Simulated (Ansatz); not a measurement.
**BPN (doublet): geometry optimisation**

Where does this start of BPN (doublet) end when it is relaxed?

Computed with Ansatz 0.2.0, Gaussian basis. Level: UKS PBE0/def2-TZVP.

## (1) Starting geometry

3 atoms, charge 0, spin multiplicity 2.

Atoms are counted from 1 here; the program's logs count them from 0.

Bond lengths: B1–N2 1.293 Å, N2–P3 1.575 Å. Angles: B1–N2–P3 153.5°.

The start was built by rule and, where that kept it together, relaxed with GFN2-xTB. Sticks and bond lists go by distance. 

## (2) Relaxation

Input file in.yaml:

```yaml
crystal:
  periodic: [false, false, false]
  atoms:
    - {symbol: B, position_ang: [-1.864739, -0.075849, -0.001302]}
    - {symbol: N, position_ang: [-0.612596, 0.245345, 0.001862]}
    - {symbol: P, position_ang: [0.927886, -0.084473, -0.000388]}
basis:
  gaussian: {orbitals: def2-TZVP}
magnetization: {spin_polarized: true, initial_magnetization: 1}
hamiltonian: {xc: pbe0}
relax: {f_tol: 0.004, max_steps: 80}
```

Run with:

```
ansatz run in.yaml --threads 1 --pin off --events-out ev --progress --plain --max-ram 2176MiB
```

**Question.** What will these runs give? Wanted: energy gained; shift from the start; total energy; dipole moment; ⟨S²⟩.

As calculated:

| quantity | value |
| --- | --- |
| steps | 8 |
| energy gained | 0.079 eV |
| shift from the start (rms) | 0.079 Å |
| total energy | -11446.2931 eV |
| dipole moment | 3.45 D |
| ⟨S²⟩ | 1.080 |

The bonds of the start are those of the end. B1–N2 went from 1.293 to 1.357 Å. The determinant is spin-contaminated (excess 0.33). No vibrations were run, so this is a stationary point, not a proven minimum, and this spin need not be the ground state's.
